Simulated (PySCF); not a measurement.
# C₅H₇F: NMR shifts at several levels of theory

How much do the NMR shifts of C₅H₇F (`C=C/C(F)=C/C`) depend on the level of theory, and what does each level cost?

Computed with PySCF 2.14.0, with density-fitted response routines of our own, on a single molecule in the gas phase. Atoms are numbered from 0 throughout.

## 1. The starting structure

13 atoms, charge 0, multiplicity 1; geometry from: PBE0-D3(BJ)/def2-SVP.

Bonds of the start (Å): C0–C1 1.34, C1–C2 1.45, C2–F3 1.34, C2–C4 1.34, C4–C5 1.49, C0–H6 1.09, C0–H7 1.09, C1–H8 1.09, C4–H9 1.09, C5–H10 1.10, C5–H11 1.10, C5–H12 1.10.

## 2. Nuclear shieldings: HF/pcSseg-1

What the job is given:

```
{"job": {"kind": "nmr", "xc": "HF", "basis": "pcSseg-1", "pop": false}, "charge": 0, "multiplicity": 1}
C      2.118192     1.226959     1.046309
C      1.350857     0.796406     0.037401
C      0.115338     0.054290     0.213163
F     -0.211330    -0.184473     1.492570
C     -0.682600    -0.386566    -0.770589
C     -1.948187    -1.143853    -0.574513
H      3.038816     1.781970     0.855967
H      1.841800     1.033808     2.085338
H      1.632714     0.992067    -1.001392
H     -0.359428    -0.158960    -1.790150
H     -2.812763    -0.580978    -0.965508
H     -2.127977    -1.352494     0.488269
H     -1.925998    -2.102736    -1.118318
```

Level: GIAO HF/pcSseg-1 NMR shielding, non-relativistic, gas phase.

Started as:

```sh
> OMP_NUM_THREADS=1 python probes_run.py task.json out
```

One launch serves the whole session: the jobs run in the order shown.

Log:

```text
final grid: 105248 points
cycle   1  E = -292.6754026802  dE =  1.163e+00  |g| = 5.687e-01  |ddm| = 3.053e+00
cycle   2  E = -292.7510262560  dE = -7.562e-02  |g| = 2.902e-01  |ddm| = 6.005e-01
cycle   3  E = -292.7661268191  dE = -1.510e-02  |g| = 7.776e-02  |ddm| = 2.390e-01
cycle   4  E = -292.7678392303  dE = -1.712e-03  |g| = 1.405e-02  |ddm| = 9.430e-02
cycle   5  E = -292.7679072691  dE = -6.804e-05  |g| = 3.654e-03  |ddm| = 1.998e-02
cycle   6  E = -292.7679140151  dE = -6.746e-06  |g| = 1.243e-03  |ddm| = 6.457e-03
cycle   7  E = -292.7679148073  dE = -7.922e-07  |g| = 3.833e-04  |ddm| = 2.510e-03
cycle   8  E = -292.7679148707  dE = -6.337e-08  |g| = 1.151e-04  |ddm| = 6.429e-04
cycle   9  E = -292.7679148771  dE = -6.465e-09  |g| = 2.761e-05  |ddm| = 2.252e-04
cycle  10  E = -292.7679148777  dE = -5.673e-10  |g| = 1.129e-05  |ddm| = 5.814e-05
converged SCF energy = -292.7679148777

GIAO shielding tensors (ppm)
atom      isotropic    diamagn.    paramagn.     s11        s22        s33       span
  0 C       66.886     253.397    -186.512    -60.646     82.399    178.904    239.550
  1 C       54.502     257.680    -203.178    -75.179     84.296    154.388    229.567
  2 C       29.069     248.747    -219.678    -87.908     81.079     94.035    181.943
  3 F      357.422     478.177    -120.755    274.220    335.351    462.694    188.475
  4 C       77.506     259.157    -181.651    -26.348     98.631    160.236    186.584
  5 C      180.262     243.393     -63.131    167.305    185.046    188.435     21.131
  6 H       26.243      28.365      -2.122     23.696     24.955     30.079      6.383
  7 H       25.769      30.517      -4.748     22.920     23.767     30.621      7.701
  8 H       25.599      31.642      -6.042     23.329     24.016     29.452      6.123
  9 H       26.938      33.271      -6.333     23.777     26.882     30.153      6.376
 10 H       30.066      27.995       2.070     25.560     27.286     37.352     11.793
 11 H       29.214      28.977       0.237     24.055     29.734     33.853      9.798
 12 H       30.124      28.015       2.110     25.600     27.385     37.388     11.788
```

Run time: 4.7 s. Hardware: 1 thread of Arm Neoverse V2, shared host; peak memory 0.69 GiB.

Shifts follow as δ = σ(reference) − σ, with reference shieldings (ppm) from runs at the same level and on the same kind of geometry: 1H TMS 31.69, 13C TMS 190.8, 19F CFCl3 246.4. The references are single molecules in the gas phase, so shifts against H2O, NH3, PH3, H3PO4 or CFCl3 are not on the usual liquid scales and can be off by tens of ppm. Atoms listed in one row are averaged.

| atoms | environment | σ (ppm) | δ (ppm) |
| --- | --- | --- | --- |
| C2 | fully substituted alkene carbon | 29.1 | 161.8 |
| C1 | alkene CH | 54.5 | 136.3 |
| C0 | terminal =CH2 carbon | 66.9 | 124.0 |
| C4 | alkene CH | 77.5 | 113.3 |
| C5 | allylic methyl carbon | 180.3 | 10.6 |
| H8 | hydrogen on an alkene CH | 25.60 | 6.09 |
| H7 | hydrogen on a terminal =CH2 carbon | 25.77 | 5.92 |
| H6 | hydrogen on a terminal =CH2 carbon | 26.24 | 5.44 |
| H9 | hydrogen on an alkene CH | 26.94 | 4.75 |
| H10, H11, H12 | hydrogen on an allylic methyl carbon | 29.80 | 1.88 |
| F3 | vinylic fluorine | 357.4 | -111.1 |

## 3. Shielding tensors: LDA/pcSseg-1

Settings changed since step 2:

```diff
@@ -1,2 +1,2 @@
-{"job": {"kind": "nmr", "xc": "HF", "basis": "pcSseg-1", "pop": false}, "charge": 0, "multiplicity": 1}
+{"job": {"kind": "nmr", "xc": "LDA", "basis": "pcSseg-1", "pop": false}, "charge": 0, "multiplicity": 1}
 C      2.118192     1.226959     1.046309
```

With the program's defaults for keys left out, this is: GIAO LDA/pcSseg-1 NMR shielding, non-relativistic, gas phase.

Log:

```text
coarse grid: 10856 points
cycle   1  E = -291.9217417198  dE =  4.910e-01  |g| = 6.133e-01  |ddm| = 3.239e+00
cycle   2  E = -291.8117411204  dE =  1.100e-01  |g| = 9.358e-01  |ddm| = 1.213e+00
cycle   3  E = -292.0024725340  dE = -1.907e-01  |g| = 1.758e-01  |ddm| = 7.635e-01
cycle   4  E = -292.0097386480  dE = -7.266e-03  |g| = 5.841e-02  |ddm| = 1.940e-01
cycle   5  E = -292.0104713471  dE = -7.327e-04  |g| = 2.758e-02  |ddm| = 6.694e-02
cycle   6  E = -292.0106352743  dE = -1.639e-04  |g| = 8.562e-03  |ddm| = 3.090e-02
cycle   7  E = -292.0106501724  dE = -1.490e-05  |g| = 4.418e-03  |ddm| = 9.562e-03
cycle   8  E = -292.0106552152  dE = -5.043e-06  |g| = 7.129e-04  |ddm| = 3.828e-03
final grid: 105248 points
cycle   9  E = -292.0693007011  dE = -3.718e-05  |g| = 5.361e-03  |ddm| = 2.920e-02
cycle  10  E = -292.0692880527  dE =  1.265e-05  |g| = 9.776e-03  |ddm| = 1.202e-02
cycle  11  E = -292.0693065713  dE = -1.852e-05  |g| = 1.213e-03  |ddm| = 8.643e-03
cycle  12  E = -292.0693068854  dE = -3.141e-07  |g| = 2.850e-04  |ddm| = 1.316e-03
cycle  13  E = -292.0693068986  dE = -1.321e-08  |g| = 1.786e-04  |ddm| = 3.500e-04
cycle  14  E = -292.0693069059  dE = -7.371e-09  |g| = 3.593e-05  |ddm| = 1.445e-04
cycle  15  E = -292.0693069061  dE = -1.934e-10  |g| = 2.400e-05  |ddm| = 4.942e-05
converged SCF energy = -292.0693069061

GIAO shielding tensors (ppm)
atom      isotropic    diamagn.    paramagn.     s11        s22        s33       span
  0 C       57.767     252.951    -195.184    -49.528     51.421    171.407    220.935
  1 C       38.647     258.496    -219.849    -72.405     51.679    136.668    209.073
  2 C        9.982     250.262    -240.281    -80.405     43.468     66.882    147.287
  3 F      285.751     476.476    -190.725    170.323    248.339    438.590    268.267
  4 C       63.711     259.105    -195.395    -23.558     70.527    144.163    167.721
  5 C      169.353     247.278     -77.924    149.278    178.404    180.378     31.100
  6 H       25.488      27.475      -1.986     23.406     24.851     28.209      4.803
  7 H       25.073      30.442      -5.369     22.273     23.709     29.238      6.965
  8 H       24.715      31.455      -6.740     22.825     23.104     28.216      5.391
  9 H       26.004      32.790      -6.786     23.280     25.280     29.451      6.171
 10 H       29.188      27.148       2.040     24.872     26.665     36.027     11.156
 11 H       28.481      29.269      -0.788     23.892     29.078     32.474      8.582
 12 H       29.229      27.119       2.110     24.921     26.783     35.983     11.062
```

Run time: 11 s. Hardware: 1 thread of Arm Neoverse V2, shared host; peak memory 0.69 GiB.

In short: δ C2 170.7, C1 142.1, C0 123.0, C4 117.0, H8 6.11, H7 5.75 ppm.

## 4. Shielding tensors: PBE/pcSseg-1

Settings changed since step 3:

```diff
@@ -1,2 +1,2 @@
-{"job": {"kind": "nmr", "xc": "LDA", "basis": "pcSseg-1", "pop": false}, "charge": 0, "multiplicity": 1}
+{"job": {"kind": "nmr", "xc": "PBE", "basis": "pcSseg-1", "pop": false}, "charge": 0, "multiplicity": 1}
 C      2.118192     1.226959     1.046309
```

Method: GIAO PBE/pcSseg-1 NMR shielding, non-relativistic, gas phase.

Log:

```text
coarse grid: 10856 points
cycle   1  E = -294.0201600388  dE =  5.044e-01  |g| = 6.068e-01  |ddm| = 3.225e+00
cycle   2  E = -293.9179318213  dE =  1.022e-01  |g| = 9.246e-01  |ddm| = 1.216e+00
cycle   3  E = -294.0973821028  dE = -1.795e-01  |g| = 1.729e-01  |ddm| = 7.632e-01
cycle   4  E = -294.1043469115  dE = -6.965e-03  |g| = 5.468e-02  |ddm| = 1.865e-01
cycle   5  E = -294.1050022007  dE = -6.553e-04  |g| = 2.532e-02  |ddm| = 6.266e-02
cycle   6  E = -294.1051359365  dE = -1.337e-04  |g| = 7.750e-03  |ddm| = 2.766e-02
cycle   7  E = -294.1051466310  dE = -1.069e-05  |g| = 4.501e-03  |ddm| = 9.316e-03
cycle   8  E = -294.1051521680  dE = -5.537e-06  |g| = 6.694e-04  |ddm| = 3.992e-03
final grid: 105248 points
cycle   9  E = -294.1642953353  dE = -3.132e-05  |g| = 1.309e-02  |ddm| = 4.117e-02
cycle  10  E = -294.1642354080  dE =  5.993e-05  |g| = 2.175e-02  |ddm| = 2.756e-02
cycle  11  E = -294.1643342572  dE = -9.885e-05  |g| = 3.605e-03  |ddm| = 1.890e-02
cycle  12  E = -294.1643365250  dE = -2.268e-06  |g| = 9.296e-04  |ddm| = 3.805e-03
cycle  13  E = -294.1643367542  dE = -2.292e-07  |g| = 3.101e-04  |ddm| = 1.065e-03
cycle  14  E = -294.1643367805  dE = -2.628e-08  |g| = 5.252e-05  |ddm| = 2.984e-04
cycle  15  E = -294.1643367810  dE = -5.519e-10  |g| = 2.451e-05  |ddm| = 5.134e-05
converged SCF energy = -294.1643367810

GIAO shielding tensors (ppm)
atom      isotropic    diamagn.    paramagn.     s11        s22        s33       span
  0 C       62.751     252.292    -189.541    -41.203     60.707    168.749    209.952
  1 C       44.282     257.090    -212.808    -63.691     59.464    137.073    200.764
  2 C       15.007     249.955    -234.948    -72.313     46.639     70.694    143.007
  3 F      286.833     476.789    -189.956    172.925    255.626    431.948    259.023
  4 C       68.014     257.997    -189.983    -16.535     76.773    143.805    160.340
  5 C      167.349     246.175     -78.825    148.582    174.931    178.535     29.953
  6 H       25.987      27.875      -1.888     23.863     25.348     28.749      4.885
  7 H       25.547      30.959      -5.412     22.773     24.178     29.691      6.918
  8 H       25.203      32.062      -6.859     23.303     23.658     28.647      5.344
  9 H       26.485      33.409      -6.924     23.854     25.711     29.890      6.036
 10 H       29.540      27.464       2.075     25.394     27.131     36.094     10.699
 11 H       28.859      29.691      -0.832     24.422     29.510     32.646      8.224
 12 H       29.585      27.431       2.155     25.449     27.247     36.060     10.611
```

Run time: 15 s. Hardware: 1 thread of Arm Neoverse V2, shared host; peak memory 0.74 GiB.

Key values: δ C2 165.0, C1 135.7, C0 117.3, C4 112.0, H8 5.99, H7 5.65 ppm.

## 5. Shielding tensors: BLYP/pcSseg-1

Settings changed since step 4:

```diff
@@ -1,2 +1,2 @@
-{"job": {"kind": "nmr", "xc": "PBE", "basis": "pcSseg-1", "pop": false}, "charge": 0, "multiplicity": 1}
+{"job": {"kind": "nmr", "xc": "BLYP", "basis": "pcSseg-1", "pop": false}, "charge": 0, "multiplicity": 1}
 C      2.118192     1.226959     1.046309
```

With the program's defaults for keys left out, this is: GIAO BLYP/pcSseg-1 NMR shielding, non-relativistic, gas phase.

Log:

```text
coarse grid: 10856 points
cycle   1  E = -294.2612490793  dE =  5.019e-01  |g| = 6.486e-01  |ddm| = 3.247e+00
cycle   2  E = -294.1369246938  dE =  1.243e-01  |g| = 1.011e+00  |ddm| = 1.335e+00
cycle   3  E = -294.3478311298  dE = -2.109e-01  |g| = 1.775e-01  |ddm| = 8.488e-01
cycle   4  E = -294.3548996252  dE = -7.068e-03  |g| = 5.689e-02  |ddm| = 1.875e-01
cycle   5  E = -294.3556242514  dE = -7.246e-04  |g| = 2.567e-02  |ddm| = 6.470e-02
cycle   6  E = -294.3557575987  dE = -1.333e-04  |g| = 8.009e-03  |ddm| = 2.768e-02
cycle   7  E = -294.3557672462  dE = -9.648e-06  |g| = 4.992e-03  |ddm| = 1.012e-02
cycle   8  E = -294.3557741774  dE = -6.931e-06  |g| = 7.455e-04  |ddm| = 4.443e-03
final grid: 105248 points
cycle   9  E = -294.4215791568  dE = -3.258e-05  |g| = 1.069e-02  |ddm| = 3.395e-02
cycle  10  E = -294.4215337919  dE =  4.536e-05  |g| = 1.893e-02  |ddm| = 2.241e-02
cycle  11  E = -294.4216027505  dE = -6.896e-05  |g| = 2.455e-03  |ddm| = 1.602e-02
cycle  12  E = -294.4216038793  dE = -1.129e-06  |g| = 5.579e-04  |ddm| = 2.590e-03
cycle  13  E = -294.4216039427  dE = -6.340e-08  |g| = 2.893e-04  |ddm| = 7.084e-04
cycle  14  E = -294.4216039661  dE = -2.339e-08  |g| = 6.582e-05  |ddm| = 2.926e-04
cycle  15  E = -294.4216039671  dE = -1.000e-09  |g| = 2.603e-05  |ddm| = 6.466e-05
converged SCF energy = -294.4216039671

GIAO shielding tensors (ppm)
atom      isotropic    diamagn.    paramagn.     s11        s22        s33       span
  0 C       58.548     251.583    -193.034    -46.566     58.528    163.683    210.250
  1 C       39.044     256.446    -217.401    -70.466     55.750    131.849    202.315
  2 C        8.553     249.937    -241.384    -80.417     39.932     66.144    146.560
  3 F      288.437     477.775    -189.338    176.171    259.086    430.054    253.884
  4 C       62.520     257.489    -194.968    -23.314     72.209    138.666    161.980
  5 C      162.415     245.098     -82.683    143.631    169.591    174.024     30.393
  6 H       26.273      27.952      -1.678     24.151     25.644     29.025      4.873
  7 H       25.805      31.341      -5.536     23.038     24.436     29.942      6.904
  8 H       25.481      32.340      -6.859     23.502     23.977     28.964      5.462
  9 H       26.726      33.689      -6.962     24.172     25.766     30.241      6.069
 10 H       29.687      27.531       2.156     25.684     27.401     35.977     10.293
 11 H       29.016      29.983      -0.968     24.716     29.773     32.559      7.843
 12 H       29.736      27.480       2.256     25.743     27.521     35.944     10.201
```

It took 15 s on 1 thread of Arm Neoverse V2, shared host; peak memory 0.74 GiB.

In short: δ C2 166.8, C1 136.3, C0 116.8, C4 112.8, H8 5.88, H7 5.56 ppm.

## 6. Shielding tensors: BP86/pcSseg-1

Settings changed since step 5:

```diff
@@ -1,2 +1,2 @@
-{"job": {"kind": "nmr", "xc": "BLYP", "basis": "pcSseg-1", "pop": false}, "charge": 0, "multiplicity": 1}
+{"job": {"kind": "nmr", "xc": "BP86", "basis": "pcSseg-1", "pop": false}, "charge": 0, "multiplicity": 1}
 C      2.118192     1.226959     1.046309
```

Level: GIAO BP86/pcSseg-1 NMR shielding, non-relativistic, gas phase.

Log:

```text
coarse grid: 10856 points
cycle   1  E = -294.3783137919  dE =  5.045e-01  |g| = 6.033e-01  |ddm| = 3.227e+00
cycle   2  E = -294.2791603857  dE =  9.915e-02  |g| = 9.232e-01  |ddm| = 1.182e+00
cycle   3  E = -294.4535265163  dE = -1.744e-01  |g| = 1.697e-01  |ddm| = 7.460e-01
cycle   4  E = -294.4601767962  dE = -6.650e-03  |g| = 5.175e-02  |ddm| = 1.786e-01
cycle   5  E = -294.4607712647  dE = -5.945e-04  |g| = 2.363e-02  |ddm| = 5.958e-02
cycle   6  E = -294.4608855463  dE = -1.143e-04  |g| = 7.067e-03  |ddm| = 2.525e-02
cycle   7  E = -294.4608924794  dE = -6.933e-06  |g| = 4.442e-03  |ddm| = 8.955e-03
cycle   8  E = -294.4608980416  dE = -5.562e-06  |g| = 6.496e-04  |ddm| = 4.005e-03
final grid: 105248 points
cycle   9  E = -294.5195717823  dE = -4.466e-05  |g| = 4.781e-03  |ddm| = 3.681e-02
cycle  10  E = -294.5195643000  dE =  7.482e-06  |g| = 7.103e-03  |ddm| = 9.193e-03
cycle  11  E = -294.5195770767  dE = -1.278e-05  |g| = 1.474e-03  |ddm| = 6.050e-03
cycle  12  E = -294.5195776843  dE = -6.076e-07  |g| = 4.601e-04  |ddm| = 1.657e-03
cycle  13  E = -294.5195777324  dE = -4.812e-08  |g| = 2.110e-04  |ddm| = 5.520e-04
cycle  14  E = -294.5195777410  dE = -8.643e-09  |g| = 4.887e-05  |ddm| = 2.185e-04
cycle  15  E = -294.5195777416  dE = -5.292e-10  |g| = 1.985e-05  |ddm| = 5.117e-05
converged SCF energy = -294.5195777416

GIAO shielding tensors (ppm)
atom      isotropic    diamagn.    paramagn.     s11        s22        s33       span
  0 C       62.399     252.701    -190.301    -41.334     60.373    168.159    209.494
  1 C       44.076     257.763    -213.687    -63.844     59.350    136.720    200.564
  2 C       14.511     250.059    -235.547    -72.818     46.518     69.834    142.652
  3 F      288.111     476.953    -188.842    175.759    256.977    431.597    255.838
  4 C       67.807     258.676    -190.869    -16.797     76.807    143.410    160.207
  5 C      166.750     246.496     -79.746    148.182    174.390    177.678     29.495
  6 H       26.058      27.936      -1.878     23.944     25.417     28.813      4.869
  7 H       25.612      30.964      -5.352     22.859     24.236     29.742      6.883
  8 H       25.284      32.091      -6.807     23.424     23.742     28.687      5.263
  9 H       26.561      33.448      -6.887     23.953     25.814     29.915      5.962
 10 H       29.603      27.548       2.055     25.472     27.203     36.132     10.661
 11 H       28.914      29.732      -0.818     24.482     29.570     32.690      8.208
 12 H       29.649      27.512       2.137     25.529     27.319     36.100     10.571
```

Wall time 15 s (1 thread of Arm Neoverse V2, shared host); peak memory 0.74 GiB.

This run: δ C2 165.2, C1 135.7, C0 117.3, C4 111.9, H8 5.98, H7 5.65 ppm.

## 7. NMR shieldings: OPBE/pcSseg-1

Settings changed since step 6:

```diff
@@ -1,2 +1,2 @@
-{"job": {"kind": "nmr", "xc": "BP86", "basis": "pcSseg-1", "pop": false}, "charge": 0, "multiplicity": 1}
+{"job": {"kind": "nmr", "xc": "OPBE", "basis": "pcSseg-1", "pop": false}, "charge": 0, "multiplicity": 1}
 C      2.118192     1.226959     1.046309
```

Method: GIAO OPBE/pcSseg-1 NMR shielding, non-relativistic, gas phase.

Log:

```text
coarse grid: 10856 points
cycle   1  E = -294.2769644243  dE =  4.974e-01  |g| = 5.809e-01  |ddm| = 3.206e+00
cycle   2  E = -294.1965457210  dE =  8.042e-02  |g| = 8.691e-01  |ddm| = 1.176e+00
cycle   3  E = -294.3467654621  dE = -1.502e-01  |g| = 1.576e-01  |ddm| = 7.220e-01
cycle   4  E = -294.3524488855  dE = -5.683e-03  |g| = 4.962e-02  |ddm| = 1.733e-01
cycle   5  E = -294.3530101385  dE = -5.613e-04  |g| = 2.214e-02  |ddm| = 5.600e-02
cycle   6  E = -294.3531117163  dE = -1.016e-04  |g| = 5.680e-03  |ddm| = 2.171e-02
cycle   7  E = -294.3531143705  dE = -2.654e-06  |g| = 4.298e-03  |ddm| = 7.904e-03
cycle   8  E = -294.3531197726  dE = -5.402e-06  |g| = 6.550e-04  |ddm| = 4.130e-03
final grid: 105248 points
cycle   9  E = -294.3809410500  dE = -1.380e-04  |g| = 1.652e-02  |ddm| = 6.223e-02
cycle  10  E = -294.3808535625  dE =  8.749e-05  |g| = 2.757e-02  |ddm| = 3.489e-02
cycle  11  E = -294.3809756779  dE = -1.221e-04  |g| = 6.148e-03  |ddm| = 2.629e-02
cycle  12  E = -294.3809863656  dE = -1.069e-05  |g| = 1.241e-03  |ddm| = 6.210e-03
cycle  13  E = -294.3809867071  dE = -3.415e-07  |g| = 3.856e-04  |ddm| = 1.305e-03
cycle  14  E = -294.3809867497  dE = -4.257e-08  |g| = 6.626e-05  |ddm| = 4.019e-04
cycle  15  E = -294.3809867503  dE = -6.432e-10  |g| = 4.201e-05  |ddm| = 9.252e-05
cycle  16  E = -294.3809867508  dE = -4.630e-10  |g| = 1.106e-05  |ddm| = 4.455e-05
converged SCF energy = -294.3809867508

GIAO shielding tensors (ppm)
atom      isotropic    diamagn.    paramagn.     s11        s22        s33       span
  0 C       71.857     252.404    -180.547    -27.486     70.028    173.029    200.515
  1 C       55.455     256.600    -201.145    -47.930     70.082    144.213    192.143
  2 C       27.908     250.159    -222.251    -54.857     59.462     79.120    133.977
  3 F      290.684     476.228    -185.544    178.792    262.247    431.013    252.221
  4 C       77.902     257.642    -179.740     -2.848     86.313    150.239    153.087
  5 C      171.783     246.415     -74.631    153.916    178.641    182.793     28.877
  6 H       25.944      27.979      -2.034     23.824     25.291     28.718      4.894
  7 H       25.529      30.733      -5.204     22.808     24.123     29.656      6.848
  8 H       25.161      32.067      -6.906     23.373     23.581     28.529      5.156
  9 H       26.478      33.423      -6.945     23.800     25.897     29.738      5.938
 10 H       29.567      27.503       2.064     25.394     27.076     36.232     10.838
 11 H       28.875      29.477      -0.602     24.368     29.429     32.829      8.461
 12 H       29.612      27.491       2.121     25.443     27.188     36.205     10.762
```

Wall time 15 s (1 thread of Arm Neoverse V2, shared host); peak memory 0.74 GiB.

Key values: δ C2 157.2, C1 129.7, C0 113.3, C4 107.2, H8 6.07, H7 5.70 ppm.

(Part 1 of 2 ends here.)
